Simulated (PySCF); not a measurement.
Constitutional and geometric isomers with formula C3H3N. All species are isolated molecules in the gas phase. Strings in code marks are SMILES.

The dipole moment from two functionals at the same geometries (B3LYP-D3(BJ)/def2-TZVP), both in PySCF: PBE-D3(BJ)/def2-TZVP and B3LYP-D3(BJ)/def2-TZVP. B3LYP has the VWN-RPA correlation part, as in Gaussian. 

```
species        PBE-D3(BJ)/def2-TZVP (D)
-------------  ------------------------
`C(C#N)=C`                         3.88
`[H]/N=C\C#C`                      2.19
`N(C#C)=C`                         1.64
`N=c1cc1`                          3.34
```

### Question
What does B3LYP-D3(BJ)/def2-TZVP give for each?

### Answer

- `C(C#N)=C`: 4.01
- `[H]/N=C\C#C`: 2.27
- `N(C#C)=C`: 1.78
- `N=c1cc1`: 3.52
Over these rows, drawn at random from the members with no instability flagged (it was tested for open shells, ions and some series alone), PBE minus B3LYP-D3(BJ): mean -0.13 D, from -0.18 D to -0.08 D.
